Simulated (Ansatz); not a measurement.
## Nudged elastic band run: H6SSi2

Input:

```yaml
crystal:
  periodic: [false, false, false]
  atoms:
    - { symbol: Si, position_ang: [-1.288291, -0.751455, 0.088211] }
    - { symbol: Si, position_ang: [1.100439, -0.999186, 0.286973] }
    - { symbol: H, position_ang: [-0.396512, 1.595569, -1.650089] }
    - { symbol: S, position_ang: [-0.884973, 1.698715, -0.390007] }
    - { symbol: H, position_ang: [-1.3839, -0.296338, 1.548753] }
    - { symbol: H, position_ang: [1.363643, -2.344599, 0.891914] }
    - { symbol: H, position_ang: [1.767821, -0.994027, -1.0583] }
    - { symbol: H, position_ang: [1.831462, 0.015374, 1.11798] }
    - { symbol: H, position_ang: [-2.10979, 2.075948, -0.835535] }
magnetization:
  spin_polarized: true
basis:
  gaussian: { orbitals: def2-SVP }
hamiltonian:
  xc: b3lyp
  dispersion: d4
neb:
  order_check: false
  images: 5
  f_tol: 0.03
  max_iterations: 60
  final_atoms:
    - { symbol: Si, position_ang: [-0.85050639, 0.0644609, -0.10116323] }
    - { symbol: Si, position_ang: [1.28923923, -0.83823313, 0.26010021] }
    - { symbol: H, position_ang: [-1.46438259, -0.54403049, -1.31952096] }
    - { symbol: S, position_ang: [-0.57896094, 2.20067147, -0.34616685] }
    - { symbol: H, position_ang: [-1.74577346, -0.24059161, 1.05515962] }
    - { symbol: H, position_ang: [1.16924991, -2.31787418, 0.42375884] }
    - { symbol: H, position_ang: [2.17154267, -0.5466149, -0.90692948] }
    - { symbol: H, position_ang: [1.89624336, -0.25869482, 1.49342919] }
    - { symbol: H, position_ang: [-1.88675279, 2.48090777, -0.55876734] }
  initial_path:
    images:
      - { positions_ang: [[-1.288291, -0.751455, 0.088211], [1.100439, -0.999186, 0.286973], [-0.396512, 1.595569, -1.650089], [-0.884973, 1.698715, -0.390007], [-1.3839, -0.296338, 1.548753], [1.363643, -2.344599, 0.891914], [1.767821, -0.994027, -1.0583], [1.831462, 0.015374, 1.11798], [-2.10979, 2.075948, -0.835535]] }
      - { positions_ang: [[-1.13956345, -0.6209895, 0.06332487], [1.17712207, -1.00468531, 0.30879815], [-0.71257519, 1.22378035, -1.49998035], [-0.86879141, 1.85983444, -0.55599296], [-1.47230935, -0.21928392, 1.4343897], [1.34228948, -2.38608167, 0.78476996], [1.87791634, -0.91322142, -0.99418209], [1.90932574, -0.13177995, 1.23750525], [-2.11351522, 2.19242799, -0.77873254]] }
      - { positions_ang: [[-0.99083591, -0.49052401, 0.03843875], [1.25380514, -1.01018463, 0.33062329], [-1.02863838, 0.8519917, -1.34987169], [-0.85260982, 2.02095387, -0.72197891], [-1.56071871, -0.14222984, 1.32002641], [1.32093595, -2.42756435, 0.67762591], [1.98801168, -0.83241583, -0.93006419], [1.98718948, -0.2789339, 1.35703051], [-2.11724043, 2.30890797, -0.72193007]] }
      - { positions_ang: [[-0.84210836, -0.36005851, 0.01355262], [1.33048821, -1.01568394, 0.35244844], [-1.34470157, 0.48020305, -1.19976304], [-0.83642823, 2.18207331, -0.88796487], [-1.64912806, -0.06517575, 1.20566311], [1.29958243, -2.46904702, 0.57048187], [2.09810702, -0.75161025, -0.86594628], [2.06505322, -0.42608785, 1.47655576], [-2.12096565, 2.42538796, -0.66512761]] }
      - { positions_ang: [[-0.8449077, -0.21855204, -0.02468599], [1.31673855, -0.95653367, 0.3216657], [-1.38459525, 0.13879187, -1.23968235], [-0.7506058, 2.18827269, -0.70736553], [-1.68134319, -0.12364771, 1.15549528], [1.25613825, -2.41865607, 0.52157419], [2.12258557, -0.68327847, -0.87960735], [2.00878327, -0.37029017, 1.48218024], [-2.0428947, 2.44389457, -0.62967419]] }
      - { positions_ang: [[-0.84770704, -0.07704557, -0.06292461], [1.30298889, -0.8973834, 0.29088295], [-1.42448892, -0.20261931, -1.27960165], [-0.66478337, 2.19447208, -0.52676619], [-1.71355833, -0.18211966, 1.10532745], [1.21269408, -2.36826513, 0.47266651], [2.14706412, -0.61494668, -0.89326841], [1.95251331, -0.3144925, 1.48780472], [-1.96482374, 2.46240117, -0.59422076]] }
      - { positions_ang: [[-0.85050639, 0.0644609, -0.10116323], [1.28923923, -0.83823313, 0.26010021], [-1.46438259, -0.54403049, -1.31952096], [-0.57896094, 2.20067147, -0.34616685], [-1.74577346, -0.24059161, 1.05515962], [1.16924991, -2.31787418, 0.42375884], [2.17154267, -0.5466149, -0.90692948], [1.89624336, -0.25869482, 1.49342919], [-1.88675279, 2.48090777, -0.55876734]] }
```

Launched with:

```bash
$ ansatz run input.yaml --threads 2 --pin off --max-ram 3072MiB --backend cpu --events-out ev --progress --plain --runs-dir out
```

Output, in part (warnings, iteration lines, the closing report on the highest movable image, with atoms numbered from 0):

```
NEB end point (image 0): max|allowed force component| = 1.684e-2 eV/Å (the criterion of neb.relax_end_points is 1.000e-2)
NEB end point (image 6): max|allowed force component| = 1.724e-2 eV/Å (the criterion of neb.relax_end_points is 1.000e-2)
NEB iter   1: max|band force component| = 7.751e0 eV/Å  barrier→ = 1.1323 eV  barrier← = 3.1439 eV  Δτ_max = 0.2000 Å  (204 SCF iters)
NEB iter   2: max|band force component| = 3.315e0 eV/Å  barrier→ = 0.5520 eV  barrier← = 2.5636 eV  Δτ_max = 0.1978 Å  (142 SCF iters)
NEB iter   3: max|band force component| = 9.718e-1 eV/Å  barrier→ = 0.6942 eV  barrier← = 2.7057 eV  Δτ_max = 0.1479 Å  (141 SCF iters)
NEB iter   4: max|band force component| = 4.061e-1 eV/Å  barrier→ = 0.5734 eV  barrier← = 2.5850 eV  CI = image 3  Δτ_max = 0.1087 Å  (129 SCF iters)
NEB iter   5: max|band force component| = 2.698e-1 eV/Å  barrier→ = 0.5223 eV  barrier← = 2.5339 eV  CI = image 3  Δτ_max = 0.1268 Å  (134 SCF iters)
NEB iter   6: max|band force component| = 2.388e-1 eV/Å  barrier→ = 0.4992 eV  barrier← = 2.5108 eV  CI = image 3  Δτ_max = 0.1605 Å  (135 SCF iters)
NEB iter   7: max|band force component| = 2.059e-1 eV/Å  barrier→ = 0.4851 eV  barrier← = 2.4967 eV  CI = image 3  Δτ_max = 0.1542 Å  (137 SCF iters)
NEB iter   8: max|band force component| = 1.452e-1 eV/Å  barrier→ = 0.4748 eV  barrier← = 2.4864 eV  CI = image 3  Δτ_max = 0.0565 Å  (136 SCF iters)
NEB iter   9: max|band force component| = 1.258e-1 eV/Å  barrier→ = 0.4707 eV  barrier← = 2.4823 eV  CI = image 3  Δτ_max = 0.0355 Å  (126 SCF iters)
NEB iter  10: max|band force component| = 4.067e-2 eV/Å  barrier→ = 0.4701 eV  barrier← = 2.4816 eV  CI = image 3  Δτ_max = 0.0144 Å  (122 SCF iters)
NEB iter  11: max|band force component| = 2.263e-2 eV/Å  barrier→ = 0.4697 eV  barrier← = 2.4813 eV  CI = image 3  Δτ_max = 0.0000 Å  (266 SCF iters)
Total energy: -26679.94568632 eV, -980.4699196557 hartree
Atom 0 at    -1.084830    -0.564350    -0.128513 Å, force     0.013928    -0.001299     0.008638 eV/Å
Atom 1 at     1.215864    -0.949440     0.304399 Å, force    -0.013672    -0.003377    -0.003607 eV/Å
Atom 2 at    -1.380948     0.567920    -1.350918 Å, force     0.002240     0.003997     0.007014 eV/Å
Atom 3 at    -0.568635     1.881832    -0.880482 Å, force    -0.010074     0.003866     0.010586 eV/Å
Atom 4 at    -1.648703    -0.134448     1.206267 Å, force     0.006596    -0.003243    -0.014203 eV/Å
Atom 5 at     1.415577    -2.373002     0.718663 Å, force     0.002463     0.007193     0.001980 eV/Å
Atom 6 at     1.986866    -0.721087    -0.955170 Å, force    -0.008989    -0.001318     0.006243 eV/Å
Atom 7 at     1.756894    -0.055997     1.372112 Å, force    -0.001558    -0.001096    -0.006921 eV/Å
Atom 8 at    -1.692186     2.348573    -0.286457 Å, force     0.009066    -0.004724    -0.009731 eV/Å
Dipole moment:    -0.199421     0.111459     0.066859 e Å
```

It converged. Neighbouring images differ by up to 1.3 eV, so the band resolves the path poorly. A vibrational analysis at the climbing image gives one clearly imaginary mode, 764i cm⁻¹: a first-order saddle point. The orbitals stay closed-shell, which can raise the energy where a bond breaks towards radicals; this wasn't checked here.

Final band (atoms are numbered from 1 in the order of the input):

```
image  path coordinate (Å)  energy (kJ/mol)  H3–S4 (Å)  Si1–H3 (Å)
    0                 0.00              0.0       1.36        3.05
    1                 0.84              1.7       1.35        3.06
    2                 1.68             17.7       1.35        2.62
    3                 2.52             45.3       1.61        1.69
    4                 3.14            -57.3       2.22        1.48
    5                 3.75           -179.1       2.83        1.48
    6                 4.37           -194.1       3.04        1.49
```

Run time: 2 min on 2 threads of Arm Neoverse V2, with other jobs on the host, peak memory 0.24 GiB.
